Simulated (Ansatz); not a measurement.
Computed with Ansatz on PBE0-D4/def2-TZVP structures; ΔE is electronic, products minus reactants. CCSD(T)/CBS is the MP2 limit (def2-TZVPP, def2-QZVPP) plus CCSD(T) − MP2 in def2-TZVPP, frozen cores. This one scheme is used for every species. Double bonds are as drawn, so ΔE can hold a change between cis and trans. Functionals use def2-TZVPP. Each species was taken in one conformer, which may not be the lowest.

Consider the substitution at a C–C bond: `C/N=C(/O)C#N` + H–F → `C/N=C(/O)F` + `C#N`.

`C/N=C(/O)C#N`:

Cartesian coordinates in Å:
```
C -0.137 -1.422 0.261
N 0.013 -0.398 -0.737
C 0.096 0.816 -0.430
O 0.236 1.788 -1.341
C 0.054 1.339 0.920
N 0.014 1.682 2.016
H -1.050 -1.985 0.053
H -0.177 -1.047 1.289
H 0.696 -2.124 0.173
H 0.254 1.351 -2.204
```

H–F:

Cartesian coordinates in Å:
```
F -0.225 -0.325 -0.235
H 0.225 0.325 0.235
```

`C/N=C(/O)F`:

Cartesian coordinates in Å:
```
C -0.678 -0.580 -0.996
N 0.480 -0.151 -0.254
C 0.360 0.475 0.815
O 1.363 0.912 1.567
F -0.782 0.822 1.398
H -0.646 -1.667 -1.112
H -0.640 -0.150 -2.000
H -1.631 -0.306 -0.534
H 2.174 0.645 1.116
```

`C#N`:

Z-matrix (Å, degrees):
```
C
N 1 1.146
H 1 1.069 2 180.0
```

| level | ΔE (eV) |
| --- | --- |
| PBE-D4 | 0.27 |
| PBE0 | 0.19 |
| SCS-MP2/def2-TZVPP | 0.27 |
| HF/def2-QZVPP | -0.08 |

Task: What does CCSD(T)/CBS give? (Estimate.)

Result: The calculation gave: +0.28 eV. The listed levels differ from it by -0.01, -0.09, -0.01, -0.36 eV.

Largest T1 diagnostic among the species: 0.014.

From PBE to PBE0 (25 % exact exchange), in def2-TZVPP and without D4, ΔE moves by −0.04 eV. In def2-TZVPP, CCSD(T) changes the Hartree–Fock value by +0.32 eV (the triples alone add +0.05 eV) and MP2 by +0.44 eV.
